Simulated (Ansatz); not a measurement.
Two structures of C2H3S, doublet, reached by relaxing down either side of one saddle point (PBE0-D4/def2-TZVP). Energies are electronic, without zero-point energy. Ansatz 0.2.0; basis: def2-TZVPP and def2-QZVPP; cores frozen in the correlated methods; orbitals are unrestricted. Extrapolation: Hartree–Fock as exp(−7.88 √X), correlation as X^−2.97. First:

```tsv
atom	x (Å)	y (Å)	z (Å)
H1	-1.3008	1.1128	-0.8732
C2	-0.3655	0.6031	-0.8739
C3	0.6929	0.0352	-0.8808
S4	-0.0267	-0.0818	1.9662
H5	1.6346	-0.4625	-0.8929
H6	-0.6345	-1.2069	1.5545
```

Second:

H1  (-1.575, 0.798, 0.869)
C2  (0.232, -0.352, -0.552)
C3  (1.094, -0.018, -1.346)
S4  (-0.498, 0.305, 1.498)
H5  (1.801, 0.172, -2.121)
H6  (-1.054, -0.905, 1.652)
(Å)

Question: Which bonds change from the first to the second?

Answer: C₂H₂ (C#C) + HS → C₂H ([C][CH]) + H₂S; bonds formed: H1–S4; bonds broken: H1–C2.

Question: Give the saddle point's structure and its height above each. (To be estimated.)

Answer: By the calculation: 1.929 eV above the first and 0.322 eV above the second (CCSD(T) at an estimated basis limit (MP2 extrapolated from triple and quadruple zeta, plus CCSD(T) − MP2 in triple zeta)).
```xyz
6
angstrom
H -1.0376 0.5934 0.5430
C 0.2269 -0.0280 -0.4906
C 1.0440 0.0463 -1.3802
S -0.7376 0.2820 1.8579
H 1.7084 0.0711 -2.2142
H -1.2039 -0.9649 1.6841
```

No T1 diagnostic of these runs exceeds 0.053. ⟨S²⟩ of the unrestricted Hartree–Fock references: 0.76 to 1.10 (a pure state has 0.75). The T1 diagnostic is large here, which may signal multireference character or strong orbital relaxation, so CCSD(T) is less sure. The unrestricted reference is spin-contaminated, which hurts MP2 most.

Labels in which every atom is bracketed show which atoms are joined, not bond orders.

For scale, one of the runs: CCSD(T)/def2-TZVPP, 146 basis functions, launched by `ansatz run in.yaml --threads 2 --pin off --events-out ev --progress --plain --max-ram 4352MiB`. Time: 43 s of wall clock on 2 CPU threads; the host was shared. Peak host memory: 2 GiB.
